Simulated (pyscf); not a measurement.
One 1,1-elimination on the singlet surface with elements of a group swapped. CCSD(T)/def2-TZVPP + ΔMP2(QZVPP), eV, from the reactant's lowest minimum found. Single points on ωB97X-D3(BJ)/def2-SVP structures (PySCF, gas phase). Correlated levels are frozen-core, on RHF or UHF. ΔMP2 is the change of the MP2 total energy from the triple- to the quadruple-zeta basis.

```
step                                           barrier  reaction energy  imaginary mode (i cm⁻¹)
------------------------------------------  ----------  ---------------  -----------------------
H₂N–SiH(F)–F → F–Si:–F [singlet] + NH₃      (withheld)       (withheld)                     1603
H₂N–GeH(F)–F → F–Ge:–F [singlet] + NH₃            2.61            +0.65                     1505
H₂N–SiH(Cl)–Cl → Cl–Si:–Cl [singlet] + NH₃        3.19            +2.18                     1615
```

Q: What belongs in the gaps?

A: 
- H₂N–SiH(F)–F → F–Si:–F [singlet] + NH₃, barrier: 3.41
- H₂N–SiH(F)–F → F–Si:–F [singlet] + NH₃, reaction energy: +2.24

Row 1: On the product side the descent ends in an adduct with a N–Si contact, 0.86 eV under the separated species and 1.95 eV under the saddle at ωB97X-D3(BJ)/def2-TZVP. Row 2: On the product side the descent ends in an adduct with a Ge–N contact, 0.97 eV under the separated species and 2.94 eV under the saddle at ωB97X-D3(BJ)/def2-TZVP. Row 3: On the product side the descent ends in an adduct with a N–Si contact, 1.13 eV under the separated species and 2.07 eV under the saddle at ωB97X-D3(BJ)/def2-TZVP. Each row is the saddle that its search found. The CCSD(T) − MP2 part came from Ansatz, without density fitting, on the same reference. The frozen core leaves the outer d or s,p core shells of the metals and heavy elements correlated in the MP2 and CC values, and def2-TZVPP describes them poorly, which can shift differences by a few kcal/mol. Elements up to Kr have no core potential and no relativistic terms here.
